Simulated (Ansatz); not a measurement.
## SiCl, quartet in 6-31G: errors against full CI

Geometry: a PBE0/def2-TZVP stationary point for this spin. The doublet lies 2.5 eV lower here.

```yaml
atoms:
  - { symbol: Si, position_ang: [0.0000, 0.0000, 0.0000] }
  - { symbol: Cl, position_ang: [0.0000, 0.0000, 2.0579] }
```

Basis 6-31G; Ansatz 0.2.0. Correlated methods freeze the noble-gas cores, which leaves 11 electrons in 16 orbitals. R marks a restricted (for open shells ROHF) determinant, U an unrestricted one. Active spaces: valence = (11e, 8o) chosen from the atoms' valence shells.

Full CI is exact within this basis and frozen core; it isn't the basis-set limit. The frozen core follows each run's orbitals, which can shift R against U totals by a few meV.

For open shells CISD and CISDTQ are restricted-active-space CI with the open shells as a complete middle space.

The UHF ⟨S²⟩ is 3.753. The T1 diagnostic (RCCSD) is 0.0175. The largest doubles amplitude (RCCSD) is 0.054. The T1 diagnostic (UCCSD) is 0.0148.

```json
{"level": "RHF", "E − E(full CI) (kcal/mol)": "42.32", "share of correlation (%)": "0.00", "wall time": "–"}
{"level": "UHF", "E − E(full CI) (kcal/mol)": "41.73", "share of correlation (%)": "1.39", "wall time": "–"}
{"level": "RMP2", "E − E(full CI) (kcal/mol)": "7.66", "share of correlation (%)": "81.90", "wall time": "–"}
{"level": "UMP2", "E − E(full CI) (kcal/mol)": "7.57", "share of correlation (%)": "82.11", "wall time": "–"}
{"level": "CISD", "E − E(full CI) (kcal/mol)": "1.89", "share of correlation (%)": "95.55", "wall time": "0.99 s"}
{"level": "RCCSD", "E − E(full CI) (kcal/mol)": "0.89", "share of correlation (%)": "97.90", "wall time": "–"}
{"level": "UCCSD", "E − E(full CI) (kcal/mol)": "0.89", "share of correlation (%)": "97.91", "wall time": "–"}
{"level": "RCCSD(T)", "E − E(full CI) (kcal/mol)": "0.19", "share of correlation (%)": "99.55", "wall time": "0.55 s"}
{"level": "UCCSD(T)", "E − E(full CI) (kcal/mol)": "0.19", "share of correlation (%)": "99.56", "wall time": "0.45 s"}
{"level": "BCCD(T)", "E − E(full CI) (kcal/mol)": "0.21", "share of correlation (%)": "99.51", "wall time": "0.6 s"}
{"level": "RCCSDT", "E − E(full CI) (kcal/mol)": "0.00", "share of correlation (%)": "100.00", "wall time": "–"}
{"level": "UCCSDT", "E − E(full CI) (kcal/mol)": "0.00", "share of correlation (%)": "100.01", "wall time": "–"}
{"level": "CISDTQ", "E − E(full CI) (kcal/mol)": "0.05", "share of correlation (%)": "99.88", "wall time": "20 s"}
{"level": "RCCSDT(Q)", "E − E(full CI) (kcal/mol)": "0.00", "share of correlation (%)": "99.99", "wall time": "3.3 s"}
{"level": "UCCSDT(Q)", "E − E(full CI) (kcal/mol)": "-0.01", "share of correlation (%)": "100.03", "wall time": "2.8 s"}
{"level": "RCCSDTQ", "E − E(full CI) (kcal/mol)": "0.00", "share of correlation (%)": "100.01", "wall time": "32 s"}
{"level": "UCCSDTQ", "E − E(full CI) (kcal/mol)": "-0.01", "share of correlation (%)": "100.02", "wall time": "32 s"}
{"level": "CASSCF (valence space)", "E − E(full CI) (kcal/mol)": "30.76", "share of correlation (%)": "27.33", "wall time": "–"}
{"level": "NEVPT2 (valence space)", "E − E(full CI) (kcal/mol)": "7.67", "share of correlation (%)": "81.87", "wall time": "0.57 s"}
{"level": "MRCISD (valence space)", "E − E(full CI) (kcal/mol)": "1.23", "share of correlation (%)": "97.09", "wall time": "–"}
{"level": "MRCISD+Q (valence space)", "E − E(full CI) (kcal/mol)": "0.40", "share of correlation (%)": "99.07", "wall time": "1.2 s"}
```

The correlation energy at full CI, counted from RHF, is -1.835 eV. That run took 2.1 min on 1 thread of Arm Neoverse V2, shared host over 5,206,784 determinants.

Times hold each run's SCF and search for its determinant on a shared host, so for small cases they say little of a method's own cost; they ran on 1 thread of Arm Neoverse V2.

The full-CI state has the irrep A2 of C2v, in the program's axes (one component, if the state is degenerate).

Natural occupations of full CI about the gap: 1.992 1.985 1.985 1.963 1.003 0.999 0.999 0.028 0.011 0.011; effectively unpaired electrons, Σ n²(2−n)², 3.01.
